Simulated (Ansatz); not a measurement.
# Mg2⁻, quartet: the ladder up to full CI

Geometry: a point of a stretch scan, not a stationary point.

```csv
atom,x (Å),y (Å),z (Å)
Mg,0.0000,0.0000,0.0000
Mg,0.0000,0.0000,2.2070
```

Basis aug-cc-pVDZ; Ansatz 0.2.0. Correlated methods freeze the noble-gas cores, which leaves 5 electrons in 44 orbitals. R marks a restricted (for open shells ROHF) determinant, U an unrestricted one. Active spaces: pair = (5e, 5o) about the gap; valence = (5e, 8o) chosen from the atoms' valence shells. The metal's outer-core shells are frozen, which leaves out core–valence correlation.

Full CI is exact within this basis and frozen core; it isn't the basis-set limit. The frozen core follows each run's orbitals, which can shift R against U totals by a few meV.

Unrestricted rows (U) aren't spin-pure: their determinants' ⟨S²⟩ exceeds S(S+1) by up to 0.11, so they mix in states of higher spin. For open shells CISD is restricted-active-space CI with the open shells as a complete middle space.

The UHF ⟨S²⟩ is 3.858. The T1 diagnostic (RCCSD) is 0.0290 and the largest doubles amplitude (RCCSD) is 0.069. The T1 diagnostic (UCCSD) is 0.0466.

```tsv
level	E − E(RHF) (eV)
UHF	-0.1859
RMP2	-1.6343
UMP2	-1.5196
RCCSD	-2.0187
UCCSD	-2.0245
RCCSD(T)	-2.1576
UCCSD(T)	-2.1511
```

(1) Estimate how far full CI in aug-cc-pVDZ lies from RCCSD(T). The table doesn't fix it; the size of (T) and the diagnostics are the guide.

(1) Full CI in aug-cc-pVDZ lies 1.25 kcal/mol below RCCSD(T), which is 39 % of the (T) step (-3.20 kcal/mol). The diagnostics give no warning, yet the rest is a sizeable part of (T). The miss exceeds 1 kcal/mol.

The other levels:

```json
{"level": "CISD", "E − E(full CI) (kcal/mol)": "4.38", "share of correlation (%)": "91.42", "wall time": "4.5 s"}
{"level": "BCCD(T)", "E − E(full CI) (kcal/mol)": "1.31", "share of correlation (%)": "97.43", "wall time": "16 s"}
{"level": "RCCSDT", "E − E(full CI) (kcal/mol)": "0.33", "share of correlation (%)": "99.35", "wall time": "–"}
{"level": "UCCSDT", "E − E(full CI) (kcal/mol)": "0.31", "share of correlation (%)": "99.39", "wall time": "–"}
{"level": "RCCSDT(Q)", "E − E(full CI) (kcal/mol)": "0.07", "share of correlation (%)": "99.85", "wall time": "33 s"}
{"level": "UCCSDT(Q)", "E − E(full CI) (kcal/mol)": "0.08", "share of correlation (%)": "99.85", "wall time": "34 s"}
{"level": "CASSCF (pair space)", "E − E(full CI) (kcal/mol)": "40.29", "share of correlation (%)": "21.00", "wall time": "–"}
{"level": "NEVPT2 (pair space)", "E − E(full CI) (kcal/mol)": "13.91", "share of correlation (%)": "72.72", "wall time": "6.5 s"}
{"level": "MRCISD (pair space)", "E − E(full CI) (kcal/mol)": "4.65", "share of correlation (%)": "90.89", "wall time": "–"}
{"level": "MRCISD+Q (pair space)", "E − E(full CI) (kcal/mol)": "1.01", "share of correlation (%)": "98.01", "wall time": "7 s"}
{"level": "CASSCF (valence space)", "E − E(full CI) (kcal/mol)": "27.43", "share of correlation (%)": "46.22", "wall time": "–"}
{"level": "NEVPT2 (valence space)", "E − E(full CI) (kcal/mol)": "8.72", "share of correlation (%)": "82.91", "wall time": "4.5 s"}
{"level": "MRCISD (valence space)", "E − E(full CI) (kcal/mol)": "1.77", "share of correlation (%)": "96.53", "wall time": "–"}
{"level": "MRCISD+Q (valence space)", "E − E(full CI) (kcal/mol)": "-0.12", "share of correlation (%)": "100.23", "wall time": "6 s"}
```

The correlation energy at full CI, counted from RHF, is -2.212 eV. That run took 2.9 min on 1 thread of Arm Neoverse V1, shared host over 745,742 determinants.

Times hold each run's SCF and search for its determinant on a shared host, so for small cases they say little of a method's own cost; they ran on 1 thread of Arm Neoverse V1.

Not variational, and here over 5 meV under the exact energy: MRCISD+Q (valence space).

The full-CI state has the irrep Au of D2h, in the program's axes (one component, if the state is degenerate).

Natural occupations of full CI about the gap: 1.859 0.973 0.957 0.957 0.066 0.034 0.034 0.019 0.019 0.016; effectively unpaired electrons, Σ n²(2−n)², 3.09.
